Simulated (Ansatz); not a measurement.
# AlBH4S: the cost of one run

Method: RKS CAM-B3LYP-D4/STO-3G, in Ansatz 0.2.0.

### Step 1. The starting structure

Bond lengths: B1–S2 1.785 Å, S2–Al3 2.169 Å, B1–H4 1.168 Å, B1–H5 1.168 Å, Al3–H6 1.538 Å, Al3–H7 1.537 Å. Angles: B1–S2–Al3 108.7°, S2–B1–H4 119.3°, S2–B1–H5 118.9°, H4–B1–H5 121.5°, S2–Al3–H6 120.9°, S2–Al3–H7 119.5°, H6–Al3–H7 119.6°.

Coordinates:

```xyz
7

B    -1.5440    0.3028   -0.4321
S     0.1044    0.5696   -1.0621
Al    1.5305   -0.2612    0.3460
H    -2.1180   -0.6696   -0.7294
H    -2.0601    1.1539    0.1794
H     1.9626   -1.7345    0.2574
H     2.1245    0.6390    1.4408
```

### Step 2. End point A

input.yaml reads:

```yaml
crystal:
  periodic: [false, false, false]
  atoms:
    - { symbol: B, position_ang: [-1.54397, 0.30277, -0.43214] }
    - { symbol: S, position_ang: [0.10443, 0.56958, -1.06211] }
    - { symbol: Al, position_ang: [1.53045, -0.26118, 0.34601] }
    - { symbol: H, position_ang: [-2.11799, -0.66959, -0.72937] }
    - { symbol: H, position_ang: [-2.06006, 1.15387, 0.17944] }
    - { symbol: H, position_ang: [1.96263, -1.73447, 0.25741] }
    - { symbol: H, position_ang: [2.12452, 0.63902, 1.44077] }
basis:
  gaussian: { orbitals: STO-3G }
hamiltonian:
  xc: cam_b3lyp
  dispersion: d4
relax:
  f_tol: 0.02
  max_steps: 50
```

On the command line:

```console
ansatz run input.yaml --threads 1 --pin off --max-ram 2048MiB --backend cpu --events-out ev --progress --plain --runs-dir out
```

What time and memory should one allow on 1 thread of an x86-64 CPU, shared host?

About 14 s, with a peak of 0.15 GiB.
